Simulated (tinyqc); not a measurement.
Inside a calculation (part 1 of 2). Method: MP2 on RHF in the sto-6g basis, for BH3, spin multiplicity 1. Computed by tinyqc, a small Python program that keeps every step (integrals from PySCF). Settings: charge = 0, multiplicity = 1, basis = sto-6g, method = RHF, energy threshold = 1e-10, iteration cap = 84, orthogonalisation = symmetric, start = atomic densities, DIIS depth = 6. Command: `OMP_NUM_THREADS=1 python tinyqc.py 29329 29330 out.jsonl` (the two numbers bound the seeds that draw the settings). One thread of a shared host (Intel(R) Xeon(R) Processor @ 2.60GHz), about 0.3 s of CPU time with the checks. The early iterations of the SCF are left out here.

## One-electron integrals

Geometry (angstrom):
```
atom          x          y         z
B      0.000000   0.000000  0.023000
H      1.196000   0.000000  0.000000
H     -0.598000   1.036000  0.000000
H     -0.598000  -1.036000  0.000000
```

Basis sto-6g: exponents (1/bohr^2) and contraction coefficients of normalised primitives:
```
element  l (shell)    exponent  coefficient
B            s (1)  506.011147     0.009164
B            s (1)   92.776814     0.049362
B            s (1)   25.955658     0.168538
B            s (1)    8.916445     0.370563
B            s (1)    3.462507     0.416492
B            s (1)    1.426054     0.130334
B            s (2)   23.194575    -0.013253
B            s (2)    4.590810    -0.046992
B            s (2)    1.426819    -0.033785
B            s (2)    0.548948     0.250242
B            s (2)    0.238410     0.595117
B            s (2)    0.109280     0.240706
B            p (3)   23.194575     0.003760
B            p (3)    4.590810     0.037679
B            p (3)    1.426819     0.173897
B            p (3)    0.548948     0.418036
B            p (3)    0.238410     0.425859
B            p (3)    0.109280     0.101708
H            s (1)   35.523221     0.009164
H            s (1)    6.513144     0.049361
H            s (1)    1.822143     0.168538
H            s (1)    0.625955     0.370563
H            s (1)    0.243077     0.416492
H            s (1)    0.100112     0.130334
```

Overlap, kinetic and nuclear-attraction integrals over the contracted functions; the nuclear repulsion is the sum of Za Zb / Rab.

nuclear repulsion = 7.40113271 hartree

overlap S, order 1B 1s, 1B 2s, 1B 2px, 1B 2py, 1B 2pz, 2H 1s, 3H 1s, 4H 1s:
$$\begin{pmatrix}
1.000000 & 0.264891 & 0.000000 & 0.000000 & 0.000000 & 0.068133 & 0.068102 & 0.068102 \\
0.264891 & 1.000000 & 0.000000 & 0.000000 & 0.000000 & 0.473001 & 0.472897 & 0.472897 \\
0.000000 & 0.000000 & 1.000000 & 0.000000 & 0.000000 & 0.486082 & -0.242966 & -0.242966 \\
0.000000 & 0.000000 & 0.000000 & 1.000000 & 0.000000 & 0.000000 & 0.420924 & -0.420924 \\
0.000000 & 0.000000 & 0.000000 & 0.000000 & 1.000000 & -0.009348 & -0.009345 & -0.009345 \\
0.068133 & 0.473001 & 0.486082 & 0.000000 & -0.009348 & 1.000000 & 0.106837 & 0.106837 \\
0.068102 & 0.472897 & -0.242966 & 0.420924 & -0.009345 & 0.106837 & 1.000000 & 0.106777 \\
0.068102 & 0.472897 & -0.242966 & -0.420924 & -0.009345 & 0.106837 & 0.106777 & 1.000000
\end{pmatrix}$$

kinetic energy T (hartree), order 1B 1s, 1B 2s, 1B 2px, 1B 2py, 1B 2pz, 2H 1s, 3H 1s, 4H 1s:
$$\begin{pmatrix}
10.947243 & -0.333880 & 0.000000 & 0.000000 & 0.000000 & -0.010839 & -0.010843 & -0.010843 \\
-0.333880 & 0.374498 & 0.000000 & 0.000000 & 0.000000 & 0.086705 & 0.086654 & 0.086654 \\
0.000000 & 0.000000 & 1.125026 & 0.000000 & 0.000000 & 0.227640 & -0.113752 & -0.113752 \\
0.000000 & 0.000000 & 0.000000 & 1.125026 & 0.000000 & 0.000000 & 0.197069 & -0.197069 \\
0.000000 & 0.000000 & 0.000000 & 0.000000 & 1.125026 & -0.004378 & -0.004375 & -0.004375 \\
-0.010839 & 0.086705 & 0.227640 & 0.000000 & -0.004378 & 0.768522 & -0.012025 & -0.012025 \\
-0.010843 & 0.086654 & -0.113752 & 0.197069 & -0.004375 & -0.012025 & 0.768522 & -0.012026 \\
-0.010843 & 0.086654 & -0.113752 & -0.197069 & -0.004375 & -0.012025 & -0.012026 & 0.768522
\end{pmatrix}$$

nuclear attraction V (hartree), order 1B 1s, 1B 2s, 1B 2px, 1B 2py, 1B 2pz, 2H 1s, 3H 1s, 4H 1s:
$$\begin{pmatrix}
-24.718694 & -3.095689 & -0.000010 & 0.000000 & 0.001115 & -0.877930 & -0.877520 & -0.877520 \\
-3.095689 & -5.031102 & -0.000064 & 0.000000 & 0.009252 & -2.090939 & -2.090332 & -2.090332 \\
-0.000010 & -0.000064 & -5.090886 & 0.000000 & 0.000001 & -2.035356 & 1.017266 & 1.017266 \\
0.000000 & 0.000000 & 0.000000 & -5.090892 & 0.000000 & 0.000000 & -1.762382 & 1.762382 \\
0.001115 & 0.009252 & 0.000001 & 0.000000 & -4.911087 & 0.041034 & 0.041018 & 0.041018 \\
-0.877930 & -2.090939 & -2.035356 & 0.000000 & 0.041034 & -3.931203 & -0.454588 & -0.454588 \\
-0.877520 & -2.090332 & 1.017266 & -1.762382 & 0.041018 & -0.454588 & -3.930816 & -0.454322 \\
-0.877520 & -2.090332 & 1.017266 & 1.762382 & 0.041018 & -0.454588 & -0.454322 & -3.930816
\end{pmatrix}$$

core Hamiltonian H = T + V (hartree), order 1B 1s, 1B 2s, 1B 2px, 1B 2py, 1B 2pz, 2H 1s, 3H 1s, 4H 1s:
$$\begin{pmatrix}
-13.771450 & -3.429569 & -0.000010 & 0.000000 & 0.001115 & -0.888769 & -0.888362 & -0.888362 \\
-3.429569 & -4.656604 & -0.000064 & 0.000000 & 0.009252 & -2.004234 & -2.003678 & -2.003678 \\
-0.000010 & -0.000064 & -3.965860 & 0.000000 & 0.000001 & -1.807716 & 0.903513 & 0.903513 \\
0.000000 & 0.000000 & 0.000000 & -3.965865 & 0.000000 & 0.000000 & -1.565313 & 1.565313 \\
0.001115 & 0.009252 & 0.000001 & 0.000000 & -3.786060 & 0.036656 & 0.036643 & 0.036643 \\
-0.888769 & -2.004234 & -1.807716 & 0.000000 & 0.036656 & -3.162681 & -0.466613 & -0.466613 \\
-0.888362 & -2.003678 & 0.903513 & -1.565313 & 0.036643 & -0.466613 & -3.162294 & -0.466348 \\
-0.888362 & -2.003678 & 0.903513 & 1.565313 & 0.036643 & -0.466613 & -0.466348 & -3.162294
\end{pmatrix}$$

## Two-electron integrals

Functions are numbered as in S; the eight-fold symmetry (ij|kl) = (ji|kl) = (kl|ij) leaves the list below.

Two-electron integrals (ij|kl) in chemists' order, unique and non-zero (hartree):
```
(11|11) 2.924993    (21|11) 0.480756    (21|21) 0.099484    (22|11) 0.743449
(22|21) 0.188967    (22|22) 0.544922    (31|31) 0.021096    (32|31) 0.030854
(32|32) 0.120443    (33|11) 0.743450    (33|21) 0.188967    (33|22) 0.544922
(33|33) 0.587109    (41|41) 0.021096    (42|41) 0.030854    (42|42) 0.120443
(43|43) 0.031641    (44|11) 0.743450    (44|21) 0.188967    (44|22) 0.544922
(44|33) 0.523827    (44|44) 0.587109    (51|51) 0.021096    (52|51) 0.030854
(52|52) 0.120443    (53|53) 0.031641    (54|54) 0.031641    (55|11) 0.743450
(55|21) 0.188967    (55|22) 0.544922    (55|33) 0.523827    (55|44) 0.523827
(55|55) 0.587109    (61|11) 0.128653    (61|21) 0.025759    (61|22) 0.048412
(61|31) 0.002020    (61|32) 0.003821    (61|33) 0.048940    (61|44) 0.048147
(61|51) -0.000039   (61|52) -0.000073   (61|53) -0.000015   (61|55) 0.048148
(61|61) 0.006920    (62|11) 0.283020    (62|21) 0.073006    (62|22) 0.228706
(62|31) 0.008534    (62|32) 0.048525    (62|33) 0.241168    (62|44) 0.222471
(62|51) -0.000164   (62|52) -0.000933   (62|53) -0.000360   (62|55) 0.222478
(62|61) 0.020002    (62|62) 0.128554    (63|11) 0.257698    (63|21) 0.067470
(63|22) 0.222704    (63|31) 0.014797    (63|32) 0.078708    (63|33) 0.246253
(63|44) 0.210925    (63|51) -0.000131   (63|52) -0.000832   (63|53) -0.000501
(63|55) 0.210932    (63|61) 0.019515    (63|62) 0.146830    (63|63) 0.179061
(64|41) 0.007996    (64|42) 0.035455    (64|43) 0.009290    (64|54) -0.000179
(64|64) 0.014870    (65|11) -0.004956   (65|21) -0.001297   (65|22) -0.004283
(65|31) -0.000131   (65|32) -0.000832   (65|33) -0.004378   (65|44) -0.004056
(65|51) 0.007999    (65|52) 0.035471    (65|53) 0.009296    (65|55) -0.004414
(65|61) -0.000375   (65|62) -0.002824   (65|63) -0.003158   (65|65) 0.014931
(66|11) 0.435505    (66|21) 0.114750    (66|22) 0.403576    (66|31) 0.017116
(66|32) 0.125702    (66|33) 0.451696    (66|44) 0.379503    (66|51) -0.000329
(66|52) -0.002417   (66|53) -0.001388   (66|55) 0.379530    (66|61) 0.032322
(66|62) 0.283712    (66|63) 0.353466    (66|65) -0.006797   (66|66) 0.774999
(71|11) 0.128594    (71|21) 0.025747    (71|22) 0.048390    (71|31) -0.001009
(71|32) -0.001909   (71|33) 0.048323    (71|41) 0.001748    (71|42) 0.003308
(71|43) -0.000343   (71|44) 0.048720    (71|51) -0.000039   (71|52) -0.000073
(71|53) 0.000008    (71|54) -0.000013   (71|55) 0.048126    (71|61) 0.006595
(71|62) 0.018138    (71|63) 0.016318    (71|64) 0.000802    (71|65) -0.000341
(71|66) 0.028249    (71|71) 0.006914    (72|11) 0.282936    (72|21) 0.072984
(72|22) 0.228644    (72|31) -0.004265   (72|32) -0.024253   (72|33) 0.227083
(72|41) 0.007389    (72|42) 0.042017    (72|43) -0.008094   (72|44) 0.236432
(72|51) -0.000164   (72|52) -0.000933   (72|53) 0.000180    (72|54) -0.000311
(72|55) 0.222418    (72|61) 0.018141    (72|62) 0.087184    (72|63) 0.079096
(72|64) 0.010467    (72|65) -0.001870   (72|66) 0.148620    (72|71) 0.019987
(72|72) 0.128494    (73|11) -0.128798   (73|21) -0.033722   (73|22) -0.111311
(73|31) 0.009692    (73|32) 0.046251    (73|33) -0.116802   (73|41) -0.002944
(73|42) -0.018724   (73|43) 0.011668    (73|44) -0.111703   (73|51) 0.000065
(73|52) 0.000416    (73|53) -0.000259   (73|54) 0.000139    (73|55) -0.105427
(73|61) -0.007465   (73|62) -0.030481   (73|63) -0.019743   (73|64) -0.002583
(73|65) 0.000643    (73|66) -0.044005   (73|71) -0.009749   (73|72) -0.073373
(73|73) 0.055881    (74|11) 0.223136    (74|21) 0.058421    (74|22) 0.192840
(74|31) -0.002944   (74|32) -0.018724   (74|33) 0.186266    (74|41) 0.013093
(74|42) 0.067881    (74|43) -0.010922   (74|44) 0.209607    (74|51) -0.000113
(74|52) -0.000720   (74|53) 0.000139    (74|54) -0.000420   (74|55) 0.182647
(74|61) 0.014537    (74|62) 0.073741    (74|63) 0.066619    (74|64) 0.017221
(74|65) -0.001547   (74|66) 0.125830    (74|71) 0.016890    (74|72) 0.127114
(74|73) -0.071065   (74|74) 0.137977    (75|11) -0.004954   (75|21) -0.001297
(75|22) -0.004281   (75|31) 0.000065    (75|32) 0.000416    (75|33) -0.004135
(75|41) -0.000113   (75|42) -0.000720   (75|43) 0.000139    (75|44) -0.004296
(75|51) 0.007995    (75|52) 0.035460    (75|53) -0.004646   (75|54) 0.008049
(75|55) -0.004412   (75|61) -0.000341   (75|62) -0.001869   (75|63) -0.001661
(75|64) -0.000217   (75|65) 0.009262    (75|66) -0.003344   (75|71) -0.000375
(75|72) -0.002822   (75|73) 0.001578    (75|74) -0.002733   (75|75) 0.014922
(76|11) 0.061575    (76|21) 0.015860    (76|22) 0.050204    (76|31) 0.000782
(76|32) 0.004466    (76|33) 0.050698    (76|41) 0.001355    (76|42) 0.007737
(76|43) 0.000368    (76|44) 0.051124    (76|51) -0.000060   (76|52) -0.000344
(76|53) -0.000049   (76|54) -0.000085   (76|55) 0.048790    (76|61) 0.004182
(76|62) 0.024299    (76|63) 0.025672    (76|64) 0.002621    (76|65) -0.000581
(76|66) 0.048736    (76|71) 0.004180    (76|72) 0.024294    (76|73) -0.010563
(76|74) 0.023541    (76|75) -0.000581   (76|76) 0.005713    (77|11) 0.435437
(77|21) 0.114733    (77|22) 0.403530    (77|31) -0.008554   (77|32) -0.062832
(77|33) 0.397500    (77|41) 0.014820    (77|42) 0.108853    (77|43) -0.031253
(77|44) 0.433604    (77|51) -0.000329   (77|52) -0.002417   (77|53) 0.000694
(77|54) -0.001202   (77|55) 0.379487    (77|61) 0.028257    (77|62) 0.148644
(77|63) 0.130987    (77|64) 0.024798    (77|65) -0.003345   (77|66) 0.254749
(77|71) 0.032302    (77|72) 0.283636    (77|73) -0.176667   (77|74) 0.306065
(77|75) -0.006795   (77|76) 0.048736    (77|77) 0.774999    (81|11) 0.128594
(81|21) 0.025747    (81|22) 0.048390    (81|31) -0.001009   (81|32) -0.001909
(81|33) 0.048323    (81|41) -0.001748   (81|42) -0.003308   (81|43) 0.000343
(81|44) 0.048720    (81|51) -0.000039   (81|52) -0.000073   (81|53) 0.000008
(81|54) 0.000013    (81|55) 0.048126    (81|61) 0.006595    (81|62) 0.018138
(81|63) 0.016318    (81|64) -0.000802   (81|65) -0.000341   (81|66) 0.028249
(81|71) 0.006591    (81|72) 0.018133    (81|73) -0.008850   (81|74) 0.013728
(81|75) -0.000340   (81|76) 0.003868    (81|77) 0.028244    (81|81) 0.006914
(82|11) 0.282936    (82|21) 0.072984    (82|22) 0.228644    (82|31) -0.004265
(82|32) -0.024253   (82|33) 0.227083    (82|41) -0.007389   (82|42) -0.042017
(82|43) 0.008094    (82|44) 0.236432    (82|51) -0.000164   (82|52) -0.000933
(82|53) 0.000180    (82|54) 0.000311    (82|55) 0.222418    (82|61) 0.018141
(82|62) 0.087184    (82|63) 0.079096    (82|64) -0.010467   (82|65) -0.001870
(82|66) 0.148620    (82|71) 0.018133    (82|72) 0.087156    (82|73) -0.048591
(82|74) 0.063256    (82|75) -0.001869   (82|76) 0.018026    (82|77) 0.148595
(82|81) 0.019987    (82|82) 0.128494    (83|11) -0.128798   (83|21) -0.033722
(83|22) -0.111311   (83|31) 0.009692    (83|32) 0.046251    (83|33) -0.116802
(83|41) 0.002944    (83|42) 0.018724    (83|43) -0.011668   (83|44) -0.111703
(83|51) 0.000065    (83|52) 0.000416    (83|53) -0.000259   (83|54) -0.000139
(83|55) -0.105427   (83|61) -0.007465   (83|62) -0.030481   (83|63) -0.019743
(83|64) 0.002583    (83|65) 0.000643    (83|66) -0.044005   (83|71) -0.008850
(83|72) -0.048591   (83|73) 0.035685    (83|74) -0.034587   (83|75) 0.001018
(83|76) -0.007844   (83|77) -0.086928   (83|81) -0.009749   (83|82) -0.073373
(83|83) 0.055881    (84|11) -0.223136   (84|21) -0.058421   (84|22) -0.192840
(84|31) 0.002944    (84|32) 0.018724    (84|33) -0.186266   (84|41) 0.013093
(84|42) 0.067881    (84|43) -0.010922   (84|44) -0.209607   (84|51) 0.000113
(84|52) 0.000720    (84|53) -0.000139   (84|54) -0.000420   (84|55) -0.182647
(84|61) -0.014537   (84|62) -0.073741   (84|63) -0.066619   (84|64) 0.017221
(84|65) 0.001547    (84|66) -0.125830   (84|71) -0.013728   (84|72) -0.063256
(84|73) 0.034587    (84|74) -0.038233   (84|75) 0.001330    (84|76) -0.013589
(84|77) -0.101025   (84|81) -0.016890   (84|82) -0.127114   (84|83) 0.071065
(84|84) 0.137977    (85|11) -0.004954   (85|21) -0.001297   (85|22) -0.004281
(85|31) 0.000065    (85|32) 0.000416    (85|33) -0.004135   (85|41) 0.000113
(85|42) 0.000720    (85|43) -0.000139   (85|44) -0.004296   (85|51) 0.007995
(85|52) 0.035460    (85|53) -0.004646   (85|54) -0.008049   (85|55) -0.004412
(85|61) -0.000341   (85|62) -0.001869   (85|63) -0.001661   (85|64) 0.000217
(85|65) 0.009262    (85|66) -0.003344   (85|71) -0.000340   (85|72) -0.001869
(85|73) 0.001018    (85|74) -0.001330   (85|75) 0.009259    (85|76) -0.000419
(85|77) -0.003343   (85|81) -0.000375   (85|82) -0.002822   (85|83) 0.001578
(85|84) 0.002733    (85|85) 0.014922    (86|11) 0.061575    (86|21) 0.015860
(86|22) 0.050204    (86|31) 0.000782    (86|32) 0.004466    (86|33) 0.050698
(86|41) -0.001355   (86|42) -0.007737   (86|43) -0.000368   (86|44) 0.051124
(86|51) -0.000060   (86|52) -0.000344   (86|53) -0.000049   (86|54) 0.000085
(86|55) 0.048790    (86|61) 0.004182    (86|62) 0.024299    (86|63) 0.025672
(86|64) -0.002621   (86|65) -0.000581   (86|66) 0.048736    (86|71) 0.003868
(86|72) 0.018026    (86|73) -0.007844   (86|74) 0.013589    (86|75) -0.000419
(86|76) 0.004493    (86|77) 0.030144    (86|81) 0.004180    (86|82) 0.024294
(86|83) -0.010563   (86|84) -0.023541   (86|85) -0.000581   (86|86) 0.005713
(87|11) 0.061540    (87|21) 0.015851    (87|22) 0.050175    (87|31) -0.001563
(87|32) -0.008927   (87|33) 0.051306    (87|44) 0.050458    (87|51) -0.000060
(87|52) -0.000343   (87|53) 0.000098    (87|55) 0.048763    (87|61) 0.003868
(87|62) 0.018021    (87|63) 0.015685    (87|65) -0.000419   (87|66) 0.030131
(87|71) 0.004178    (87|72) 0.024279    (87|73) -0.015091   (87|74) 0.020908
(87|75) -0.000580   (87|76) 0.004491    (87|77) 0.048704    (87|81) 0.004178
(87|82) 0.024279    (87|83) -0.015091   (87|84) -0.020908   (87|85) -0.000580
(87|86) 0.004491    (87|87) 0.005706    (88|11) 0.435437    (88|21) 0.114733
(88|22) 0.403530    (88|31) -0.008554   (88|32) -0.062832   (88|33) 0.397500
(88|41) -0.014820   (88|42) -0.108853   (88|43) 0.031253    (88|44) 0.433604
(88|51) -0.000329   (88|52) -0.002417   (88|53) 0.000694    (88|54) 0.001202
(88|55) 0.379487    (88|61) 0.028257    (88|62) 0.148644    (88|63) 0.130987
(88|64) -0.024798   (88|65) -0.003345   (88|66) 0.254749    (88|71) 0.028244
(88|72) 0.148595    (88|73) -0.086928   (88|74) 0.101025    (88|75) -0.003343
(88|76) 0.030144    (88|77) 0.254706    (88|81) 0.032302    (88|82) 0.283636
(88|83) -0.176667   (88|84) -0.306065   (88|85) -0.006795   (88|86) 0.048736
(88|87) 0.048704    (88|88) 0.774999
```

## Orthogonalisation

S = U s U^T; symmetric (Loewdin) form X = U s^(-1/2) U^T, so that X^T S X = 1.

eigenvalues of S: [0.259576, 0.348913, 0.348945, 0.950727, 1.000503, 1.544230, 1.544278, 2.002828]

X, order 1B 1s, 1B 2s, 1B 2px, 1B 2py, 1B 2pz, 2H 1s, 3H 1s, 4H 1s:
$$\begin{pmatrix}
1.031764 & -0.174466 & -0.000005 & 0.000000 & 0.000689 & 0.024537 & 0.024536 & 0.024536 \\
-0.174466 & 1.428410 & 0.000105 & 0.000000 & -0.007739 & -0.343924 & -0.343773 & -0.343773 \\
-0.000005 & 0.000105 & 1.209127 & 0.000000 & -0.000002 & -0.361224 & 0.180521 & 0.180521 \\
0.000000 & 0.000000 & 0.000000 & 1.209115 & 0.000000 & 0.000000 & -0.312755 & 0.312755 \\
0.000689 & -0.007739 & -0.000002 & 0.000000 & 1.000150 & 0.006668 & 0.006665 & 0.006665 \\
0.024537 & -0.343924 & -0.361224 & 0.000000 & 0.006668 & 1.270556 & -0.018032 & -0.018032 \\
0.024536 & -0.343773 & 0.180521 & -0.312755 & 0.006665 & -0.018032 & 1.270403 & -0.018049 \\
0.024536 & -0.343773 & 0.180521 & 0.312755 & 0.006665 & -0.018032 & -0.018049 & 1.270403
\end{pmatrix}$$
